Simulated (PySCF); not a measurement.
# Dipole moment and polarisability of 1,1,1,2-tetrafluoroethane

Species: 1,1,1,2-tetrafluoroethane, C2H2F4.
SMILES with atom numbers: `[F:1][CH2:2][C:3]([F:4])([F:5])[F:6]` (hydrogens: H7, H8 on C2)

Cartesian coordinates in Å at the PBE0-D3(BJ)/def2-SVP level; atoms count from 1:
```
atom  x, y, z in Å
F1    -0.8939   -1.2014   -0.9499
C2    -0.7011    0.0069   -0.3631
C3     0.6370    0.0308    0.3441
F4     0.7034   -0.8958    1.2956
F5     1.6437   -0.1754   -0.5012
F6     0.8075    1.2273    0.9134
H7    -1.4892    0.2011    0.3820
H8    -0.7075    0.8065   -1.1209
```

Level: B3LYP/def2-SVPD (PySCF), static field, nuclei fixed, core orbitals frozen in the response. The polarisability tensor in these axes (au):

```
x   30.39  0.13  0.54
y    0.13 30.64  0.55
z    0.54  0.55 29.94
```

Problem. Diagonalise the tensor; give its mean and Δα, where Δα² is half the sum of the squared differences of the eigenvalues.

Solution. Principal values 29.44, 30.38 and 31.16 au; mean 30.33 au = 4.49 Å³ = 5.00 × 10⁻⁴⁰ C²·m²/J; Δα = 1.49 au (5 % of the mean).

Problem. What is the dipole moment, and where does it point?

Solution. (-1.47, 1.39, -0.20) D, 2.03 D in size, pointing from the negative to the positive side. Measured along this direction, the outermost atoms are F5 and F4 at the negative end and H8 and H7 at the positive end.

Problem. In a dilute gas of rigid molecules at 250 K, how does the orientational term μ²/3kT compare with the electronic polarisability?

Solution. In Gaussian units μ²/3kT = 39.96 Å³ against 4.49 Å³, a ratio of 8.89; the Debye molar polarisation (4π/3)N_A(α + μ²/3kT) is 112.1 cm³/mol, leaving out the vibrational part.

Problem. Traceless (Buckingham) quadrupole moment about the centre of nuclear charge: eigenvalues?

Solution. -5.37, 1.13, 4.24 D·Å. The values depend on the origin, since the dipole doesn't vanish. The electronic extent ⟨r²⟩ about the same centre is 474 bohr², a root-mean-square distance of 1.63 Å for the 50 electrons.

Problem. Sum over states: ᾱ = Σ f/ω², ω in Eh. What share falls to these 10 lowest TDDFT singlets (eV, f)? 9.54, 0.0159; 9.60, 0.0119; 10.05, 0.0138; 10.16, 0.0212; 10.92, 0.0376; 10.98, 0.0093; 11.16, 0.0114; 11.19, 0.0004; 11.20, 0.0803; 11.54, 0.0000.

Solution. They add up to 1.31 au, 4.3 % of the 30.33 au; the largest single term is 0.47 au, from the state at 11.20 eV. Terms in order: 0.13, 0.10, 0.10, 0.15, 0.23, 0.06, 0.07, 0.00, 0.47, 0.00 au. Higher excitations give the rest. The strengths listed sum to 0.202.

Problem. Refractivity n − 1 of an ideal gas of it at 273.15 K and 1 atm, from the electronic α?

Solution. N = p/kT = 2.6868 × 10¹⁹ cm⁻³, so n − 1 = 2π × N × 4.49 × 10⁻²⁴ cm³ = 759 × 10⁻⁶ at long wavelengths, for an ideal gas.

Problem. What molar refraction does this α imply?

Solution. Lorentz–Lorenz: R = (4π/3)N_A α = 2.5225 cm³/(mol·Å³) × 4.49 Å³ = 11.3 cm³/mol, in the limit of long wavelengths.

Geometry: PBE0-D3(BJ)/def2-SVP; no solvent, vibrations or thermal averaging.

The run behind these numbers computed excited states and ΔSCF ions as well. Hardware: one thread of an x86-64 server, on a shared host. Cost: 57 s.
